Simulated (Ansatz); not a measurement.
System: bcc Li. Method: PBE-D3(BJ) (Ansatz, a program for electronic structure, PAW).

Run with plane-wave cutoff 520 eV, 22×22×22 k mesh, Fermi–Dirac smearing 0.05 eV, scalar-relativistic PAW data made under PBE.

The volume scan:

```json
[
 {"V (Å³/atom)": "17.239", "E − E_lowest (meV/atom)": "3.48", "P (GPa)": "1.065"},
 {"V (Å³/atom)": "17.606", "E − E_lowest (meV/atom)": "1.49", "P (GPa)": "0.676"},
 {"V (Å³/atom)": "17.973", "E − E_lowest (meV/atom)": "0.36", "P (GPa)": "0.321"},
 {"V (Å³/atom)": "18.340", "E − E_lowest (meV/atom)": "0.00", "P (GPa)": "-0.005"},
 {"V (Å³/atom)": "18.706", "E − E_lowest (meV/atom)": "0.36", "P (GPa)": "-0.304"},
 {"V (Å³/atom)": "19.073", "E − E_lowest (meV/atom)": "1.37", "P (GPa)": "-0.578"},
 {"V (Å³/atom)": "19.440", "E − E_lowest (meV/atom)": "2.99", "P (GPa)": "-0.830"}
]
```

Question: Estimate the bulk modulus from the pressures at 17.973 and 18.706 Å³/atom, and compare it with a fit to all energies.

Answer: B = −V dP/dV. Between V = 17.973 and 18.706 Å³/atom, dP/dV = (-0.304 − (0.321))/(18.706 − 17.973) = -0.853 GPa per Å³/atom; at the midpoint 18.340 Å³/atom this gives B ≈ 15.6 GPa. The third-order Birch–Murnaghan fit gives V0 = 18.334 Å³/atom, B0 = 15.6 GPa, B′ = 3.3, which lies within 1 % of that estimate.

Measured, for comparison: bulk modulus 13.8 GPa (corrected for temperature and zero-point phonon effects, our sources range from 13.1 to 13.9; as tabulated in Levämäki et al. (2014), arXiv:1402.3671); equilibrium volume per atom 20.51 Å³/atom (low-temperature or extrapolated to 0 K; zero-point anharmonic expansion removed; as tabulated in Csonka et al. (2009), arXiv:0903.4037). Computed (rounded) less measured: bulk modulus +13 % (+12 % to +19 % over the range), equilibrium volume per atom -10.6 %.

Computed values are for the static lattice.

The result took around 17 core-seconds (rough).
